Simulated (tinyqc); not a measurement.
Worked calculation (part 1 of 2): UHF in the sto-3g basis, for HF, spin multiplicity 1. This run ends on a higher stationary point, not on the lowest solution. Computed by tinyqc, a small Python program that keeps every step (integrals from PySCF). Settings: charge = 0, multiplicity = 1, basis = sto-3g, energy threshold = 1e-09, iteration cap = 83, orthogonalisation = symmetric, start = Wolfsberg-Helmholz matrix, DIIS depth = 3, DIIS from iteration = 3, method = UHF, break = 0.7. Command: `OMP_NUM_THREADS=1 python tinyqc.py 24266 24267 out.jsonl` (the two numbers bound the seeds that draw the settings). One thread of a shared host (Intel(R) Xeon(R) Processor @ 2.60GHz), about 0.1 s of CPU time with the checks. Later iterations appear only in the table of the cycle.

## One-electron integrals

Geometry (angstrom):
```
atom         x         y         z
F     0.000000  0.000000  0.000000
H     0.000000  0.000000  1.688000
```

Basis sto-3g: exponents (1/bohr^2) and contraction coefficients of normalised primitives:
```
element  l (shell)    exponent  coefficient
F            s (1)  166.679130     0.154329
F            s (1)   30.360812     0.535328
F            s (1)    8.216821     0.444635
F            s (2)    6.464803    -0.099967
F            s (2)    1.502281     0.399513
F            s (2)    0.488588     0.700115
F            p (3)    6.464803     0.155916
F            p (3)    1.502281     0.607684
F            p (3)    0.488588     0.391957
H            s (1)    3.425251     0.154329
H            s (1)    0.623914     0.535328
H            s (1)    0.168855     0.444635
```

Overlap, kinetic and nuclear-attraction integrals over the contracted functions; the nuclear repulsion is the sum of Za Zb / Rab.

nuclear repulsion = 2.82144248 hartree

overlap S, order 1F 1s, 1F 2s, 1F 2px, 1F 2py, 1F 2pz, 2H 1s:
```
[[1.000000, 0.237990, 0.000000, 0.000000, 0.000000, 0.008458],
 [0.237990, 1.000000, 0.000000, 0.000000, 0.000000, 0.112766],
 [0.000000, 0.000000, 1.000000, 0.000000, 0.000000, 0.000000],
 [0.000000, 0.000000, 0.000000, 1.000000, 0.000000, 0.000000],
 [0.000000, 0.000000, 0.000000, 0.000000, 1.000000, 0.108788],
 [0.008458, 0.112766, 0.000000, 0.000000, 0.108788, 1.000000]]
```

kinetic energy T (hartree), order 1F 1s, 1F 2s, 1F 2px, 1F 2py, 1F 2pz, 2H 1s:
```
[[36.984577, -0.212858, 0.000000, 0.000000, 0.000000, -0.002266],
 [-0.212858, 1.037995, 0.000000, 0.000000, 0.000000, -0.019308],
 [0.000000, 0.000000, 3.248015, 0.000000, 0.000000, 0.000000],
 [0.000000, 0.000000, 0.000000, 3.248015, 0.000000, 0.000000],
 [0.000000, 0.000000, 0.000000, 0.000000, 3.248015, -0.000798],
 [-0.002266, -0.019308, 0.000000, 0.000000, -0.000798, 0.760032]]
```

nuclear attraction V (hartree), order 1F 1s, 1F 2s, 1F 2px, 1F 2py, 1F 2pz, 2H 1s:
```
[[-77.323073, -9.251417, 0.000000, 0.000000, -0.004444, -0.337003],
 [-9.251417, -11.854688, 0.000000, 0.000000, -0.055597, -0.877619],
 [0.000000, 0.000000, -11.755172, 0.000000, 0.000000, 0.000000],
 [0.000000, 0.000000, 0.000000, -11.755172, 0.000000, 0.000000],
 [-0.004444, -0.055597, 0.000000, 0.000000, -11.776541, -0.693906],
 [-0.337003, -0.877619, 0.000000, 0.000000, -0.693906, -4.043115]]
```

core Hamiltonian H = T + V (hartree), order 1F 1s, 1F 2s, 1F 2px, 1F 2py, 1F 2pz, 2H 1s:
```
[[-40.338497, -9.464275, 0.000000, 0.000000, -0.004444, -0.339269],
 [-9.464275, -10.816693, 0.000000, 0.000000, -0.055597, -0.896927],
 [0.000000, 0.000000, -8.507157, 0.000000, 0.000000, 0.000000],
 [0.000000, 0.000000, 0.000000, -8.507157, 0.000000, 0.000000],
 [-0.004444, -0.055597, 0.000000, 0.000000, -8.528527, -0.694704],
 [-0.339269, -0.896927, 0.000000, 0.000000, -0.694704, -3.283083]]
```

## Two-electron integrals

Functions are numbered as in S; the eight-fold symmetry (ij|kl) = (ji|kl) = (kl|ij) leaves the list below.

Two-electron integrals (ij|kl) in chemists' order, unique and non-zero (hartree):
```
(11|11) 5.403501   (21|11) 0.841920   (21|21) 0.156299   (22|11) 1.268028
(22|21) 0.292344   (22|22) 0.926167   (31|31) 0.027998   (32|31) 0.043169
(32|32) 0.204588   (33|11) 1.264502   (33|21) 0.292403   (33|22) 0.925959
(33|33) 0.997514   (41|41) 0.027998   (42|41) 0.043169   (42|42) 0.204588
(43|43) 0.053770   (44|11) 1.264502   (44|21) 0.292403   (44|22) 0.925959
(44|33) 0.889973   (44|44) 0.997514   (51|51) 0.027998   (52|51) 0.043169
(52|52) 0.204588   (53|53) 0.053770   (54|54) 0.053770   (55|11) 1.264502
(55|21) 0.292403   (55|22) 0.925959   (55|33) 0.889973   (55|44) 0.889973
(55|55) 0.997514   (61|11) 0.030297   (61|21) 0.005580   (61|22) 0.010382
(61|33) 0.010370   (61|44) 0.010370   (61|51) 0.000209   (61|52) 0.000395
(61|55) 0.010406   (61|61) 0.000201   (62|11) 0.091043   (62|21) 0.021334
(62|22) 0.077404   (62|33) 0.076328   (62|44) 0.076328   (62|51) 0.001404
(62|52) 0.011951   (62|55) 0.079479   (62|61) 0.000772   (62|62) 0.008670
(63|31) 0.002057   (63|32) 0.012930   (63|53) 0.002435   (63|63) 0.001213
(64|41) 0.002057   (64|42) 0.012930   (64|54) 0.002435   (64|64) 0.001213
(65|11) 0.069468   (65|21) 0.016469   (65|22) 0.064147   (65|33) 0.061727
(65|44) 0.061727   (65|51) 0.002905   (65|52) 0.021438   (65|55) 0.068916
(65|61) 0.000614   (65|62) 0.008861   (65|65) 0.010190   (66|11) 0.312924
(66|21) 0.074460   (66|22) 0.312045   (66|33) 0.305562   (66|44) 0.305562
(66|51) 0.004368   (66|52) 0.053784   (66|55) 0.324930   (66|61) 0.002691
(66|62) 0.049244   (66|65) 0.059706   (66|66) 0.774606
```

## Orthogonalisation

S = U s U^T; symmetric (Loewdin) form X = U s^(-1/2) U^T, so that X^T S X = 1.

eigenvalues of S: [0.735491, 0.899738, 1.000000, 1.000000, 1.093006, 1.271765]

X, order 1F 1s, 1F 2s, 1F 2px, 1F 2py, 1F 2pz, 2H 1s:
```
[[1.022252, -0.124055, 0.000000, 0.000000, -0.000608, 0.006240],
 [-0.124055, 1.027292, 0.000000, 0.000000, 0.004816, -0.058604],
 [0.000000, 0.000000, 1.000000, 0.000000, 0.000000, 0.000000],
 [0.000000, 0.000000, 0.000000, 1.000000, 0.000000, 0.000000],
 [-0.000608, 0.004816, 0.000000, 0.000000, 1.004520, -0.055254],
 [0.006240, -0.058604, 0.000000, 0.000000, -0.055254, 1.009465]]
```

## Starting guess

The start is the generalised Wolfsberg-Helmholz matrix (K = 1.75) built on H, with HOMO and LUMO mixed by +/-0.7 rad for the two spins; D(s) = C_occ C_occ^T for each spin.

D(alpha) at the start, order 1F 1s, 1F 2s, 1F 2px, 1F 2py, 1F 2pz, 2H 1s:
```
[[1.020397, -0.102065, 0.000000, 0.000000, -0.025051, -0.127607],
 [-0.102065, 0.492785, 0.000000, 0.000000, 0.100283, 0.442045],
 [0.000000, 0.000000, 1.000000, 0.000000, 0.000000, 0.000000],
 [0.000000, 0.000000, 0.000000, 1.000000, 0.000000, 0.000000],
 [-0.025051, 0.100283, 0.000000, 0.000000, 0.999063, -0.195911],
 [-0.127607, 0.442045, 0.000000, 0.000000, -0.195911, 0.481425]]
```

D(beta) at the start, order 1F 1s, 1F 2s, 1F 2px, 1F 2py, 1F 2pz, 2H 1s:
```
[[1.042183, -0.190862, 0.000000, 0.000000, -0.047705, 0.128949],
 [-0.190862, 0.851348, 0.000000, 0.000000, 0.172212, -0.501207],
 [0.000000, 0.000000, 1.000000, 0.000000, 0.000000, 0.000000],
 [0.000000, 0.000000, 0.000000, 1.000000, 0.000000, 0.000000],
 [-0.047705, 0.172212, 0.000000, 0.000000, 0.898520, 0.160352],
 [0.128949, -0.501207, 0.000000, 0.000000, 0.160352, 0.374764]]
```

## Iteration 1: building the Fock matrix

J_ij = sum D_kl (ij|kl) with D = D(alpha) + D(beta), K_ij = sum D_kl (ik|jl) for each spin; F = H + J - K(s); E = tr D H + tr D J / 2 - 0.5 sum_s tr D(s) K(s) + E_nn.

Coulomb J (hartree), order 1F 1s, 1F 2s, 1F 2px, 1F 2py, 1F 2pz, 2H 1s:
```
[[20.066108, 3.822451, 0.000000, 0.000000, 0.022820, 0.136758],
 [3.822451, 9.403427, 0.000000, 0.000000, 0.148328, 0.782274],
 [0.000000, 0.000000, 9.393439, 0.000000, 0.000000, 0.000000],
 [0.000000, 0.000000, 0.000000, 9.393439, 0.000000, 0.000000],
 [0.022820, 0.148328, 0.000000, 0.000000, 9.398124, 0.658149],
 [0.136758, 0.782274, 0.000000, 0.000000, 0.658149, 3.541888]]
```

exchange K(alpha) (hartree), order 1F 1s, 1F 2s, 1F 2px, 1F 2py, 1F 2pz, 2H 1s:
```
[[5.500059, 0.988955, 0.000000, 0.000000, -0.002476, 0.032248],
 [0.988955, 1.232262, 0.000000, 0.000000, 0.120821, 0.238691],
 [0.000000, 0.000000, 1.236114, 0.000000, 0.000000, 0.000000],
 [0.000000, 0.000000, 0.000000, 1.236114, 0.000000, 0.000000],
 [-0.002476, 0.120821, 0.000000, 0.000000, 1.220809, 0.079573],
 [0.032248, 0.238691, 0.000000, 0.000000, 0.079573, 0.411041]]
```

exchange K(beta) (hartree), order 1F 1s, 1F 2s, 1F 2px, 1F 2py, 1F 2pz, 2H 1s:
```
[[5.526636, 0.976738, 0.000000, 0.000000, -0.000972, 0.042252],
 [0.976738, 1.367783, 0.000000, 0.000000, 0.162352, 0.000539],
 [0.000000, 0.000000, 1.275278, 0.000000, 0.000000, 0.000000],
 [0.000000, 0.000000, 0.000000, 1.275278, 0.000000, 0.000000],
 [-0.000972, 0.162352, 0.000000, 0.000000, 1.195881, 0.138941],
 [0.042252, 0.000539, 0.000000, 0.000000, 0.138941, 0.282644]]
```

F(alpha) (hartree), order 1F 1s, 1F 2s, 1F 2px, 1F 2py, 1F 2pz, 2H 1s:
```
[[-25.772447, -6.630779, 0.000000, 0.000000, 0.020852, -0.234759],
 [-6.630779, -2.645528, 0.000000, 0.000000, -0.028089, -0.353344],
 [0.000000, 0.000000, -0.349832, 0.000000, 0.000000, 0.000000],
 [0.000000, 0.000000, 0.000000, -0.349832, 0.000000, 0.000000],
 [0.020852, -0.028089, 0.000000, 0.000000, -0.351211, -0.116128],
 [-0.234759, -0.353344, 0.000000, 0.000000, -0.116128, -0.152236]]
```

F(beta) (hartree), order 1F 1s, 1F 2s, 1F 2px, 1F 2py, 1F 2pz, 2H 1s:
```
[[-25.799024, -6.618562, 0.000000, 0.000000, 0.019349, -0.244764],
 [-6.618562, -2.781049, 0.000000, 0.000000, -0.069620, -0.115192],
 [0.000000, 0.000000, -0.388996, 0.000000, 0.000000, 0.000000],
 [0.000000, 0.000000, 0.000000, -0.388996, 0.000000, 0.000000],
 [0.019349, -0.069620, 0.000000, 0.000000, -0.326284, -0.175496],
 [-0.244764, -0.115192, 0.000000, 0.000000, -0.175496, -0.023839]]
```

total energy of this density = -97.43757713 hartree

## Iteration 1: diagonalisation and new density

Diagonalise F' = X^T F X, C = X C', fill 5 alpha and 5 beta electrons from the bottom; D(s) = C_occ C_occ^T. Each column has its largest component positive (the first on a tie).

F' = X^T F X (alpha) (hartree):
```
[[-25.293638, -3.450277, 0.000000, 0.000000, 0.019722, 0.018631],
 [-3.450277, -1.460105, 0.000000, 0.000000, -0.015302, -0.239738],
 [0.000000, 0.000000, -0.349832, 0.000000, 0.000000, 0.000000],
 [0.000000, 0.000000, 0.000000, -0.349832, 0.000000, 0.000000],
 [0.019722, -0.015302, 0.000000, 0.000000, -0.342124, -0.090562],
 [0.018631, -0.239738, 0.000000, 0.000000, -0.090562, -0.109836]]
```

orbital energies (alpha) (hartree): [-25.783090, -1.035399, -0.361714, -0.349832, -0.349832, -0.025500]

coefficients C (alpha), order 1F 1s, 1F 2s, 1F 2px, 1F 2py, 1F 2pz, 2H 1s:
```
[[0.994699, -0.255612, 0.033371, 0.000000, 0.000000, 0.067462],
 [0.021422, 0.983544, -0.133198, 0.000000, 0.000000, -0.297685],
 [0.000000, 0.000000, 0.000000, -0.195450, 0.980714, 0.000000],
 [0.000000, 0.000000, 0.000000, 0.980714, 0.195450, 0.000000],
 [-0.000642, 0.049181, 0.956049, 0.000000, 0.000000, -0.309335],
 [-0.001419, 0.198260, 0.188580, 0.000000, 0.000000, 0.975025]]
```

F' = X^T F X (beta) (hartree):
```
[[-25.327091, -3.412760, 0.000000, 0.000000, 0.025283, -0.022835],
 [-3.412760, -1.635401, 0.000000, 0.000000, -0.068267, 0.011926],
 [0.000000, 0.000000, -0.388996, 0.000000, 0.000000, 0.000000],
 [0.000000, 0.000000, 0.000000, -0.388996, 0.000000, 0.000000],
 [0.025283, -0.068267, 0.000000, 0.000000, -0.310519, -0.155066],
 [-0.022835, 0.011926, 0.000000, 0.000000, -0.155066, -0.001345]]
```

orbital energies (beta) (hartree): [-25.808923, -1.159558, -0.388996, -0.388996, -0.370324, 0.064449]

coefficients C (beta), order 1F 1s, 1F 2s, 1F 2px, 1F 2py, 1F 2pz, 2H 1s:
```
[[0.994879, -0.264826, 0.000000, 0.000000, 0.022284, -0.004017],
 [0.020717, 1.031467, 0.000000, 0.000000, -0.096919, -0.020729],
 [0.000000, 0.000000, -0.421563, 0.906799, 0.000000, 0.000000],
 [0.000000, 0.000000, 0.906799, 0.421563, 0.000000, 0.000000],
 [-0.000578, 0.088474, 0.000000, 0.000000, 0.900416, -0.439956],
 [-0.001165, -0.065081, 0.000000, 0.000000, 0.346372, 0.949387]]
```

D(alpha) after iteration 1, order 1F 1s, 1F 2s, 1F 2px, 1F 2py, 1F 2pz, 2H 1s:
```
[[1.055878, -0.234542, 0.000000, 0.000000, 0.018695, -0.045796],
 [-0.234542, 0.985559, 0.000000, 0.000000, -0.078986, 0.169848],
 [0.000000, 0.000000, 1.000000, 0.000000, 0.000000, 0.000000],
 [0.000000, 0.000000, 0.000000, 1.000000, 0.000000, 0.000000],
 [0.018695, -0.078986, 0.000000, 0.000000, 0.916449, 0.190043],
 [-0.045796, 0.169848, 0.000000, 0.000000, 0.190043, 0.074871]]
```

D(beta) after iteration 1, order 1F 1s, 1F 2s, 1F 2px, 1F 2py, 1F 2pz, 2H 1s:
```
[[1.060413, -0.254708, 0.000000, 0.000000, -0.003941, 0.023795],
 [-0.254708, 1.073746, 0.000000, 0.000000, 0.003979, -0.100723],
 [0.000000, 0.000000, 1.000000, 0.000000, 0.000000, 0.000000],
 [0.000000, 0.000000, 0.000000, 1.000000, 0.000000, 0.000000],
 [-0.003941, 0.003979, 0.000000, 0.000000, 0.818576, 0.306121],
 [0.023795, -0.100723, 0.000000, 0.000000, 0.306121, 0.124210]]
```

Within a degenerate level the vectors are fixed only up to a rotation; this is one choice.

## Iteration 2: building the Fock matrix

As before.

Coulomb J (hartree), order 1F 1s, 1F 2s, 1F 2px, 1F 2py, 1F 2pz, 2H 1s:
```
[[20.617257, 3.941643, 0.000000, 0.000000, -0.001713, 0.140762],
 [3.941643, 9.751138, 0.000000, 0.000000, 0.004199, 0.792417],
 [0.000000, 0.000000, 9.748050, 0.000000, 0.000000, 0.000000],
 [0.000000, 0.000000, 0.000000, 9.748050, 0.000000, 0.000000],
 [-0.001713, 0.004199, 0.000000, 0.000000, 9.730978, 0.649543],
 [0.140762, 0.792417, 0.000000, 0.000000, 0.649543, 3.230192]]
```

exchange K(alpha) (hartree), order 1F 1s, 1F 2s, 1F 2px, 1F 2py, 1F 2pz, 2H 1s:
```
[[5.545417, 0.970283, 0.000000, 0.000000, -0.000094, 0.036608],
 [0.970283, 1.566892, 0.000000, 0.000000, -0.051075, 0.181170],
 [0.000000, 0.000000, 1.316727, 0.000000, 0.000000, 0.000000],
 [0.000000, 0.000000, 0.000000, 1.316727, 0.000000, 0.000000],
 [-0.000094, -0.051075, 0.000000, 0.000000, 1.266629, 0.150451],
 [0.036608, 0.181170, 0.000000, 0.000000, 0.150451, 0.115952]]
```

exchange K(beta) (hartree), order 1F 1s, 1F 2s, 1F 2px, 1F 2py, 1F 2pz, 2H 1s:
```
[[5.548265, 0.965324, 0.000000, 0.000000, 0.000352, 0.038445],
 [0.965324, 1.581747, 0.000000, 0.000000, 0.027930, 0.119376],
 [0.000000, 0.000000, 1.321807, 0.000000, 0.000000, 0.000000],
 [0.000000, 0.000000, 0.000000, 1.321807, 0.000000, 0.000000],
 [0.000352, 0.027930, 0.000000, 0.000000, 1.190733, 0.178039],
 [0.038445, 0.119376, 0.000000, 0.000000, 0.178039, 0.142938]]
```

F(alpha) (hartree), order 1F 1s, 1F 2s, 1F 2px, 1F 2py, 1F 2pz, 2H 1s:
```
[[-25.266656, -6.492914, 0.000000, 0.000000, -0.006063, -0.235114],
 [-6.492914, -2.632447, 0.000000, 0.000000, -0.000322, -0.285680],
 [0.000000, 0.000000, -0.075835, 0.000000, 0.000000, 0.000000],
 [0.000000, 0.000000, 0.000000, -0.075835, 0.000000, 0.000000],
 [-0.006063, -0.000322, 0.000000, 0.000000, -0.064178, -0.195612],
 [-0.235114, -0.285680, 0.000000, 0.000000, -0.195612, -0.168843]]
```

F(beta) (hartree), order 1F 1s, 1F 2s, 1F 2px, 1F 2py, 1F 2pz, 2H 1s:
```
[[-25.269504, -6.487955, 0.000000, 0.000000, -0.006508, -0.236952],
 [-6.487955, -2.647302, 0.000000, 0.000000, -0.079327, -0.223886],
 [0.000000, 0.000000, -0.080914, 0.000000, 0.000000, 0.000000],
 [0.000000, 0.000000, 0.000000, -0.080914, 0.000000, 0.000000],
 [-0.006508, -0.079327, 0.000000, 0.000000, 0.011718, -0.223199],
 [-0.236952, -0.223886, 0.000000, 0.000000, -0.223199, -0.195828]]
```

total energy of this density = -98.11138488 hartree

## Iteration 2: diagonalisation and new density

As before.

F' = X^T F X (alpha) (hartree):
```
[[-24.799923, -3.368407, 0.000000, 0.000000, -0.011194, 0.006415],
 [-3.368407, -1.481506, 0.000000, 0.000000, 0.018814, -0.170091],
 [0.000000, 0.000000, -0.075835, 0.000000, 0.000000, 0.000000],
 [0.000000, 0.000000, 0.000000, -0.075835, 0.000000, 0.000000],
 [-0.011194, 0.018814, 0.000000, 0.000000, -0.043453, -0.187668],
 [0.006415, -0.170091, 0.000000, 0.000000, -0.187668, -0.124864]]
```

orbital energies (alpha) (hartree): [-25.276763, -1.036356, -0.258150, -0.075835, -0.075835, 0.121524]

coefficients C (alpha), order 1F 1s, 1F 2s, 1F 2px, 1F 2py, 1F 2pz, 2H 1s:
```
[[0.994777, -0.260445, 0.043234, 0.000000, 0.000000, -0.033883],
 [0.021121, 1.005635, -0.194659, 0.000000, 0.000000, 0.156640],
 [0.000000, 0.000000, 0.000000, -0.145513, 0.989356, 0.000000],
 [0.000000, 0.000000, 0.000000, 0.989356, 0.145513, 0.000000],
 [0.000376, 0.009676, 0.620153, 0.000000, 0.000000, 0.792119],
 [-0.001350, 0.128661, 0.716852, 0.000000, 0.000000, -0.703643]]
```

F' = X^T F X (beta) (hartree):
```
[[-24.804517, -3.359810, 0.000000, 0.000000, -0.001452, -0.004330],
 [-3.359810, -1.506815, 0.000000, 0.000000, -0.064367, -0.098746],
 [0.000000, 0.000000, -0.080914, 0.000000, 0.000000, 0.000000],
 [0.000000, 0.000000, 0.000000, -0.080914, 0.000000, 0.000000],
 [-0.001452, -0.064367, 0.000000, 0.000000, 0.035314, -0.213259],
 [-0.004330, -0.098746, 0.000000, 0.000000, -0.213259, -0.156954]]
```

orbital energies (beta) (hartree): [-25.279381, -1.049817, -0.276879, -0.080914, -0.080914, 0.173106]

coefficients C (beta), order 1F 1s, 1F 2s, 1F 2px, 1F 2py, 1F 2pz, 2H 1s:
```
[[0.994836, -0.262187, 0.044439, 0.000000, 0.000000, -0.003713],
 [0.020890, 1.015461, -0.203303, 0.000000, 0.000000, 0.035292],
 [0.000000, 0.000000, 0.000000, 0.978317, 0.207111, 0.000000],
 [0.000000, 0.000000, 0.000000, -0.207111, 0.978317, 0.000000],
 [0.000453, 0.081030, 0.492027, 0.000000, 0.000000, 0.873774],
 [-0.001315, 0.065770, 0.817470, 0.000000, 0.000000, -0.594105]]
```

D(alpha) after iteration 2, order 1F 1s, 1F 2s, 1F 2px, 1F 2py, 1F 2pz, 2H 1s:
```
[[1.059281, -0.249317, 0.000000, 0.000000, 0.024666, -0.003861],
 [-0.249317, 1.049639, 0.000000, 0.000000, -0.110979, -0.010184],
 [0.000000, 0.000000, 1.000000, 0.000000, 0.000000, 0.000000],
 [0.000000, 0.000000, 0.000000, 1.000000, 0.000000, 0.000000],
 [0.024666, -0.110979, 0.000000, 0.000000, 0.384684, 0.445802],
 [-0.003861, -0.010184, 0.000000, 0.000000, 0.445802, 0.530432]]
```

D(beta) after iteration 2, order 1F 1s, 1F 2s, 1F 2px, 1F 2py, 1F 2pz, 2H 1s:
```
[[1.060415, -0.254494, 0.000000, 0.000000, 0.001071, 0.017775],
 [-0.254494, 1.072930, 0.000000, 0.000000, -0.017739, -0.099435],
 [0.000000, 0.000000, 1.000000, 0.000000, 0.000000, 0.000000],
 [0.000000, 0.000000, 0.000000, 1.000000, 0.000000, 0.000000],
 [0.001071, -0.017739, 0.000000, 0.000000, 0.248656, 0.407546],
 [0.017775, -0.099435, 0.000000, 0.000000, 0.407546, 0.672585]]
```

Within a degenerate level the vectors are fixed only up to a rotation; this is one choice.
